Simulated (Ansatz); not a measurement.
## Forces away from equilibrium

BSi2H5 (SMILES [SiH2]=B[SiH3]), singlet, at a frame of a short PBE0-D4/def2-SVP trajectory.

```json
{"atom": "Si1", "x (Å)": "-0.8819", "y (Å)": "1.3894", "z (Å)": "-1.3689"}
{"atom": "B2", "x (Å)": "-0.0349", "y (Å)": "0.1831", "z (Å)": "-0.2158"}
{"atom": "Si3", "x (Å)": "0.6251", "y (Å)": "-1.1550", "z (Å)": "1.0038"}
{"atom": "H4", "x (Å)": "-2.1777", "y (Å)": "1.3413", "z (Å)": "-0.8412"}
{"atom": "H5", "x (Å)": "-0.1804", "y (Å)": "2.7284", "z (Å)": "-1.6082"}
{"atom": "H6", "x (Å)": "0.7697", "y (Å)": "-2.6458", "z (Å)": "0.6947"}
{"atom": "H7", "x (Å)": "0.1801", "y (Å)": "-0.8403", "z (Å)": "2.3103"}
{"atom": "H8", "x (Å)": "2.0045", "y (Å)": "-0.6152", "z (Å)": "0.8886"}
```

Ansatz 0.2.0; basis: def2-TZVPP; cores frozen in the correlated methods.

CCSD(T) forces from the calculation:
```tsv
atom	Fx	Fy	Fz (eV/Å)
Si1	2.434	0.418	-0.466
B2	-0.698	0.331	-0.625
Si3	1.260	-1.099	-0.999
H4	-1.841	0.282	0.473
H5	-0.575	-0.673	0.040
H6	-0.403	0.768	0.161
H7	-0.518	-0.041	1.289
H8	0.342	0.014	0.128
```

Problem. Which atom feels the largest CCSD(T) force, and how large is it?

Solution. Si1, 2.51 eV/Å, along (0.97, 0.17, -0.19).

Root-mean-square difference of the force components from those of CCSD(T): PBE-D4 0.186; r2SCAN-D4 0.116; PBE0-D4 0.122; wB97M-V 0.174 eV/Å.

T1 diagnostic: at most 0.020. The restricted Hartree–Fock reference is unstable towards an unrestricted one here.

For scale, one of the runs: CCSD(T)/def2-TZVPP forces, 185 basis functions, launched by `ansatz run in.yaml --threads 2 --pin off --events-out ev --progress --plain --max-ram 3481MiB`. The run took 3.4 min on 2 CPU threads of an Intel Xeon Platinum 8488C (shared host), with 1.8 GiB of host memory at its peak.
